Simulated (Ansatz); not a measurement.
This geometry of CH₃FO (6 atoms, charge 0, multiplicity 1) is a first-order saddle point.

The calculation used Ansatz 0.2.0, RKS B3LYP/def2-SVP.

```xyz
6
Properties=species:S:1:pos:R:3
O -0.547 -0.840 -0.480
C 0.306 0.020 0.193
F -0.135 1.317 0.070
H -1.247 -0.299 -0.871
H 1.328 -0.034 -0.232
H 0.336 -0.228 1.273
```

(1) Which two structures does it join? (They come from a converged band through this point; their orientation in space is the band's.)

(2) How far does it lie above each of them?

## Answers

(1) No bond is made or broken. The dihedral H4–O1–C2–F3 goes from 68 to -68°. The two ends are copies of one structure, up to a mirror image or an exchange of like atoms.

First end point:

```xyz
6
Properties=species:S:1:pos:R:3
O -0.789 -0.710 -0.249
C 0.246 0.052 0.230
F -0.101 1.386 0.317
H -0.942 -0.484 -1.178
H 1.151 0.004 -0.409
H 0.477 -0.311 1.244
```

Last end point:

```xyz
6
Properties=species:S:1:pos:R:3
O -0.466 -0.595 -0.793
C 0.316 0.078 0.113
F -0.024 1.414 0.186
H -1.371 -0.639 -0.454
H 1.358 0.005 -0.239
H 0.230 -0.327 1.141
```

(2) 14.1 kJ/mol above the first and 14.1 kJ/mol above the second. This is the barrier of this one path; another mechanism may lie lower.

Time of the run: 28 s on 1 thread of Arm Neoverse V2 (shared host), peak memory 0.1 GiB.
